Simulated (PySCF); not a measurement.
Species: C4H6S.
SMILES: `CC(C=C)=S`

Computed with MP2 and CCSD/aug-cc-pVDZ in PySCF, restricted Hartree–Fock reference, frozen core, non-relativistic, gas phase, PBE0-D3(BJ)/def2-SVP geometry.

E(HF) = -552.47969 Eh.

Task: How large is the problem?

Result: 173 basis functions and 46 electrons; 9 orbitals frozen, which leaves o = 14 correlated occupied and v = 150 virtual orbitals. That is o·v = 2100 singles and o·v(o·v + 1)/2 = 2206050 distinct closed-shell doubles amplitudes before symmetry; the costliest CCSD step grows as o²v⁴ = 9.9 × 10^10.

Task: What are the MP2 and CCSD correlation energies?

Result: MP2 -0.7018 Eh and CCSD -0.7523 Eh, which gives totals of -553.18151 and -553.23200 Eh. That is 0.731 eV for each correlated electron at CCSD (1975 kJ/mol in all, 0.136 % of the total energy); MP2 gives 93.3 % of the CCSD value.

Task: What is the T1 diagnostic?

Result: 0.0161, below the customary warning level of 0.02. It is the norm of the spatial-orbital singles amplitudes over the root of the number of correlated electrons, so the norm is 0.085.

Task: How does correlation change the dipole moment?

Result: HF gives 3.67 D and CCSD (unrelaxed density) 2.78 D, a change of -0.89 D.

No triples correction and no basis-set extrapolation were made.

Shape of the structure used: `[CH2:1]=[CH:2][C:3]([CH3:4])=[S:5]`: C1–C2–C3–C4 0°.

One conformer stands for the species.
